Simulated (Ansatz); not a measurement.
# Match the barriers

Saddle point of SiH₄O, singlet (SiH₂ + H₂O → SiH₄O ([OH][SiH3]); bonds formed: Si1–H2; dative contacts that become bonds: Si1–O3; bonds broken: H2–O3), PBE0-D4/def2-TZVP structure:

```tsv
atom	x (Å)	y (Å)	z (Å)
Si1	-0.5058	0.4448	-0.4717
H2	1.0818	0.1530	-0.6919
O3	0.9864	-0.1925	0.5125
H4	-1.4633	-0.7062	-0.3895
H5	-1.1036	1.4563	0.4546
H6	1.0046	-1.1555	0.5860
```

Ansatz 0.2.0; basis: def2-TZVPP, with def2-QZVPP for the basis limit; cores frozen in the correlated methods. B3LYP uses VWN-RPA correlation. Extrapolation: Hartree–Fock as exp(−7.88 √X), correlation as X^−2.97. Four methods, as single points on the PBE0-D4 structures, gave these electronic barriers from the start structure: 0.700, 0.939, 1.180, 1.593 eV.

Task: The methods were, in alphabetical order, B3LYP-D4, BHLYP-D4, HF, PBE-D4. Which gave which? (Judge from chemistry; the calculation decides.)

Result: By the calculation: PBE-D4 0.700; B3LYP-D4 0.939; BHLYP-D4 1.180; HF 1.593 eV. For comparison, CCSD(T) at an estimated basis limit (MP2 extrapolated from triple and quadruple zeta, plus CCSD(T) − MP2 in triple zeta) gives 1.006 eV.

No T1 diagnostic of these runs exceeds 0.016. The restricted Hartree–Fock reference is unstable towards an unrestricted one at one or more of these structures.

Losses and insertions of silylenes and their heavier kin drive the gas-phase chemistry of silicon and germanium vapour deposition.

Labels in which every atom is bracketed show which atoms are joined, not bond orders.

For scale, one of the runs: CCSD(T)/def2-TZVPP, 129 basis functions, launched by `ansatz run in.yaml --threads 2 --pin off --events-out ev --progress --plain --max-ram 4352MiB`. The run took about 6.5 s on 2 CPU threads of an Arm Neoverse V1 (shared host).
